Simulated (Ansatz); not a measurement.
**H₂Ge–As, quartet: vertical spin and charge gaps**

Geometry (PBE0/def2-TZVP stationary point for this spin, not checked as a minimum):

```xyz
4

Ge    0.0424    0.0000    1.2324
As   -0.0215    0.0000   -1.2425
H    -0.7284    1.2396    1.7713
H    -0.7284   -1.2396    1.7713
```

Basis cc-pVDZ; Ansatz 0.2.0. Only valence electrons are correlated (noble-gas cores and the filled d shells of p-block atoms frozen). Prefix R: restricted or restricted open-shell reference. Active spaces: valence = (11e, 10o) chosen from the atoms' valence shells. No spin–orbit coupling is included, and no scalar relativity.

Gaps are energies of the second state less the first, at fixed atoms, for a selection of the levels run; each method lands on the state that its own search finds for that charge and spin.

For open shells CISD is restricted-active-space CI with the open shells as a complete middle space.

Task: PBE gives 7.722 eV for removing an electron, to the triplet. Estimate what RCCSDTQ gives in cc-pVDZ.

Result: RCCSDTQ in cc-pVDZ gives 7.666 eV, so against it PBE is off by 0.056 eV.

```tsv
level	gap (eV)	error (meV)
RHF	7.715	49
RMP2	7.799	133
RCCSD	7.731	65
RCCSD(T)	7.686	20
RCCSDT(Q)	7.666	0
CASSCF (valence space)	7.040	-626
PBE0	7.951	285
B3LYP	7.836	170
wB97M-V	7.912	246
```

Removing an electron, to the quintet: 9.337 eV at RCCSDTQ.

```csv
level,gap (eV),error (meV)
RHF,8.615,-722
RMP2,9.277,-60
CISD,9.187,-150
RCCSD,9.307,-30
RCCSD(T),9.333,-4
BCCD(T),9.333,-4
RCCSDT,9.335,-2
RCCSDT(Q),9.337,0
CASSCF (valence space),8.627,-710
NEVPT2 (valence space),9.196,-141
MRCISD (valence space),9.255,-82
MRCISD+Q (valence space),9.339,2
PBE,9.689,352
r2SCAN,9.796,459
PBE0,9.729,392
B3LYP,9.816,479
wB97M-V,9.656,319
B2PLYP,9.605,268
RPA-PBE,9.534,197
```

Sextet less quartet: 5.027 eV at RCCSDTQ.

```csv
level,gap (eV),error (meV)
RHF,4.650,-377
RMP2,4.977,-50
CISD,4.917,-110
RCCSD,4.998,-29
RCCSD(T),5.022,-5
BCCD(T),5.023,-4
RCCSDT,5.026,-1
RCCSDT(Q),5.027,0
CASSCF (valence space),5.029,2
NEVPT2 (valence space),5.009,-18
MRCISD (valence space),5.025,-2
MRCISD+Q (valence space),5.013,-14
PBE,5.103,76
r2SCAN,5.148,121
PBE0,5.118,91
B3LYP,5.298,271
wB97M-V,5.179,152
B2PLYP,5.239,212
RPA-PBE,5.147,120
```

In so small a basis the reference is far from its limit while semilocal and hybrid functionals are nearer theirs (RPA and double hybrids share much of the reference's basis error), so the functionals' errors here hold much of the reference's basis and frozen-core error, which can add to them or hide them.

Full CI isn't at hand for all of this; RCCSDTQ serves as the reference, and is uncertain by about the last step of the cluster series.
